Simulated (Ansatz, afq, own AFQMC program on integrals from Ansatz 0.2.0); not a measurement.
## H₂O, singlet: AFQMC among the cluster methods

```xyz
3

O     0.0000   -0.1554    0.0000
H     0.0000    1.2333   -1.8117
H     0.0000    1.2333    1.8117
```

Basis 6-31G. Noble-gas cores (and the filled d shells of Ga–Kr and In–Xe) are frozen. AFQMC by an in-house program on the Cholesky factors that Ansatz 0.2.0 writes for its CCSD(T) run. ph-AFQMC/CISD is guided by a CISD state made of CCSD amplitudes; releasing the constraint for a short imaginary time cuts its bias at the price of noise, slowly where states lie close. ± is one standard error of the sampling.

Determinant: RHF, the one that the program's search chose, which needn't be the lowest solution. The geometry is a point of a scan.

Full CI on the same integrals is exact in this basis and with this determinant's frozen core.

Cautions: restricted determinant unstable towards unrestricted (UHF 8.43 eV lower, ⟨S²⟩ 1.94); the search met a lower determinant of the same kind, perhaps of another symmetry (300 meV lower), and this one is a saddle point; strong correlation (T1 0.053, weight of the determinant 0.47, largest double 0.56); (T) is large, 9 % of the CCSD correlation; (Q) is large, 733 meV, so the cluster series hasn't closed; CCSD(T) is in doubt: in a space of 8 electrons in 8 natural orbitals full CI lies 587 meV above it; CCSDT(Q) is in doubt: in a space of 8 electrons in 8 natural orbitals full CI lies 210 meV below it; the CCSDTQ amplitudes may be one of several solutions (largest double 0.60); the released energies are still falling, so no released level is given (meV from the phaseless value at times in 1/Eh: -62 ± 11 at 0.24, -130 ± 10 at 0.51, -198 ± 11 at 0.99, -274 ± 12 at 1.62, -322 ± 16 at 2.40); CCSDTQ on the UHF determinant differs (62 meV higher), by its state or its frozen core.

- T1 diagnostic: 0.0529
- weight of the determinant in the CISD state: 0.469
- size of the correlated space: 8 electrons in 12 orbitals

```tsv
level	correlation energy (eV)
MP2	-8.6308
CCSD	-10.3259
CCSD(T)	-11.2141
```

**Question.** Estimate where full CI lies against CCSD(T) on the same integrals.

**Answer.** 85.4 kJ/mol above CCSD(T).

Reference: full CI, correlation energy -10.329 eV. The cautions show a poor starting determinant, so the rows tell how each method copes with it here, and full CI is the sure value.

```json
{"level": "CCSD(T)", "E − E(reference) (kJ/mol)": "-85.4", "share of correlation (%)": "108.57"}
{"level": "CCSDT", "E − E(reference) (kJ/mol)": "-46.7", "share of correlation (%)": "104.69"}
{"level": "CCSDT(Q)", "E − E(reference) (kJ/mol)": "24.0", "share of correlation (%)": "97.60"}
{"level": "CCSDTQ", "E − E(reference) (kJ/mol)": "-2.0", "share of correlation (%)": "100.20"}
{"level": "ph-AFQMC/HF", "E − E(reference) (kJ/mol)": "296.0 ± 4.4", "share of correlation (%)": "70.30"}
{"level": "ph-AFQMC/CISD", "E − E(reference) (kJ/mol)": "51.8 ± 0.9", "share of correlation (%)": "94.80"}
```

CCSDT and higher add their correlation energy to the determinant of the CCSD(T) run, since their own runs factorise the integrals more tightly (a shift of under 2 meV). A walk keeps the symmetry of its determinant, which the program's search chose and which needn't be the lowest solution, so a lower state of the same spin and another symmetry isn't excluded.
